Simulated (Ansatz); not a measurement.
Basis-set extrapolation for `[OH][Na]` (PBE0-D4/def2-TZVP geometry, frozen core, Ansatz 0.2.0). Multiplicity 1, RHF reference. For Na the program correlates outer-core shells too, which these sets cover unevenly, so the extrapolated numbers aren't a true limit.

|  | def2-TZVPP | def2-QZVPP |
| --- | --- | --- |
| HF | -237.334705 | -237.346154 |
| MP2 correlation | -0.432277 | -0.480559 |
| CCSD(T) correlation | -0.447968 | -0.497890 |

Energies in hartree. Use E(X) = E(∞) + A·exp(−7.88·√X) for Hartree–Fock and E(X) = E(∞) + B·X^(−2.97) for correlation, with X = 3 and 4.

Task: What is the CCSD(T) energy at the basis-set limit?

Result: HF limit: -237.346154 + (-0.011449) × 0.13774 = -237.34773. Correlation limit: -0.497890 + (-0.049922) × 0.74074 = -0.53487. Total: -237.88260 hartree, 262.4 kJ/mol below CCSD(T)/def2-TZVPP.
